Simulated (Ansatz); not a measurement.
A single point on `C=C=C(F)Cl`.

```yaml
crystal:
  periodic: [false, false, false]
  atoms:
    - {symbol: C, position_ang: [-0.366045, -1.052287, 0.812779]}
    - {symbol: C, position_ang: [-0.004771, -0.103711, 0.003431]}
    - {symbol: C, position_ang: [0.353270, 0.856817, -0.791526]}
    - {symbol: F, position_ang: [0.731012, 0.656729, -2.051476]}
    - {symbol: Cl, position_ang: [0.394687, 2.508311, -0.348686]}
    - {symbol: H, position_ang: [0.355923, -1.563896, 1.443738]}
    - {symbol: H, position_ang: [-1.402774, -1.369964, 0.886040]}
basis:
  gaussian: {orbitals: def2-TZVPP}
hamiltonian: {xc: pbe}
correlation: {method: rpa}
```

```sh
$ ansatz run in.yaml --threads 2 --pin off --events-out ev --progress --plain --max-ram 4352MiB
```

Shortened log:

```
Functional definition: PBE
1203 factors; integrals over basis functions are off by at most 7.2e-4 eV
mean field evaluation 1: about -18360.2395 eV, gradient 6.9e1 eV
mean field evaluation 2: about -18360.2373 eV, gradient 6.9e1 eV
mean field evaluation 4: about -18368.2761 eV, gradient 3.7e1 eV
mean field evaluation 8: about -18372.0308 eV, gradient 1.4e0 eV
mean field evaluation 16: about -18372.0354 eV, gradient 2.0e-4 eV
mean field -18372.03536300 eV, -675.1598465775 hartree, gradient 2.3e-6 eV, S^2 0.000000; 0 other end points of the search recorded, 0 dependent functions left out
9 core orbitals not correlated: weight in the atoms' cores, before any rotation towards them, 1.000 or more for the frozen orbitals, at most 0.000 for the correlated occupied ones
reference -18331.21082941 eV, -673.6595726398 hartree; 14, 14 occupied and 171, 171 virtual orbitals, 1203 factors
Total energy: -18369.73475228 eV, -675.0753006930 hartree
```

Run time 6 s (2 threads of an Arm Neoverse V1 on a shared host); peak host memory 0.4 GiB.
